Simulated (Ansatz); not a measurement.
2H WS₂, treated with PBEsol (PAW; Ansatz, a program for electronic structure).

Settings: plane-wave cutoff 560 eV, 12×12×4 k mesh (along the axes of the cell as run), perturbation theory, no spin polarisation, scalar-relativistic PAW data made under PBE.

Cell (measured lattice):

```cif
data_S4W2
_chemical_formula_sum 'W2 S4'
_space_group_name_H-M_alt 'P63/mmc'
_space_group_IT_number 194
_space_group_name_Hall '-P 6c 2c'
_cell_length_a 3.15300
_cell_length_b 3.15300
_cell_length_c 12.32300
_cell_angle_alpha 90.000
_cell_angle_beta 90.000
_cell_angle_gamma 120.000
loop_
_atom_site_label
_atom_site_type_symbol
_atom_site_symmetry_multiplicity
_atom_site_Wyckoff_symbol
_atom_site_fract_x
_atom_site_fract_y
_atom_site_fract_z
_atom_site_occupancy
W1 W 2 c 0.33333 0.66667 0.25000 1
S1 S 4 f 0.66667 0.33333 0.12312 1
```

Problem. What does this level give for the high-frequency dielectric constant (mean over three axes) and static dielectric constant (mean over three axes)?

Solution. 
- high-frequency dielectric constant (mean over three axes): 11.4
- static dielectric constant (mean over three axes): 11.4

Note: the cell isn't this level's own, so it is under some stress, which shifts stiffness and frequencies.

Spin–orbit coupling is not included.
